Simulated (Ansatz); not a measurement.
in.yaml

```yaml
crystal:
  periodic: [false, false, false]
  atoms:
    - {symbol: Ge, position_ang: [-0.019400, 0.000000, 0.692332]}
    - {symbol: P, position_ang: [0.103187, -0.000001, -1.626866]}
    - {symbol: H, position_ang: [0.708145, -1.251254, 1.209657]}
    - {symbol: H, position_ang: [0.708144, 1.251256, 1.209656]}
    - {symbol: H, position_ang: [-1.462963, 0.000000, 1.222775]}
    - {symbol: H, position_ang: [-0.863073, -1.031331, -1.771848]}
    - {symbol: H, position_ang: [-0.863074, 1.031328, -1.771848]}
basis:
  gaussian: {orbitals: STO-3G}
total_charge: 1
magnetization: {spin_polarized: false, initial_magnetization: 1}
correlation: {method: ccsd_t, electrons: outside_noble_gas, diis_vectors: 2}
```

```sh
$ ansatz run in.yaml --threads 1 --pin off --events-out ev --progress --plain --max-ram 2393MiB
```

**Question.** Roughly how long does this take on 1 thread of Intel Xeon, shared host, and how much host memory?

**Answer.** 2.2 s wall and 0.09 GiB.

```
343 factors; integrals over basis functions are off by at most 2.3e-5 eV
mean field evaluation 1: about -65071.3795 eV, gradient 8.3e0 eV
mean field evaluation 2: about -65071.3925 eV, gradient 8.2e0 eV
mean field evaluation 4: about -65071.9683 eV, gradient 6.8e-1 eV
mean field evaluation 8: about -65071.9742 eV, gradient 5.7e-7 eV
mean field evaluation 16: about -65070.1070 eV, gradient 4.4e0 eV
mean field evaluation 32: about -65067.9613 eV, gradient 4.4e-3 eV
mean field -65071.97416269 eV, -2391.3509431107 hartree, gradient 2.5e-6 eV, S^2 0.750000; 1 other end points of the search recorded, 0 dependent functions left out
mean field evaluation 64: about -65072.0016 eV, gradient 1.6e-3 eV
determinant -65071.97416269 eV, -2391.3509431107 hartree, with singles and doubles -65074.91446481 eV, -2391.4589972204 hartree
determinant -65069.14456490 eV, -2391.2469573098 hartree, with singles and doubles -65072.23392265 eV, -2391.3604891129 hartree
19 core orbitals not correlated, not the lowest: weight in the atoms' cores, before any rotation towards them, 0.936 or more for the frozen orbitals, at most 0.045 for the correlated occupied ones
reference -65071.97416269 eV, -2391.3509431107 hartree; 7, 6 occupied and 6, 7 virtual orbitals, 343 factors
second order -1.94243780 eV of doubles, -0.01077243 eV of singles
cycle   1  -2.94015916 eV  change    1.4e-4 eV  update   5.2e-4
cycle   2  -2.94002830 eV  change    1.3e-4 eV  update   3.6e-4
cycle   3  -2.94000763 eV  change    2.1e-5 eV  update   1.6e-4
cycle   4  -2.94003107 eV  change   -2.3e-5 eV  update   8.3e-5
cycle   5  -2.94007616 eV  change   -4.5e-5 eV  update   4.6e-5
cycle   6  -2.94009955 eV  change   -2.3e-5 eV  update   2.0e-5
cycle   7  -2.94011489 eV  change   -1.5e-5 eV  update   1.3e-5
perturbative correction -0.02293569 eV, -0.0008428710 hartree
Total energy: -65074.93721327 eV, -2391.4598332108 hartree
```
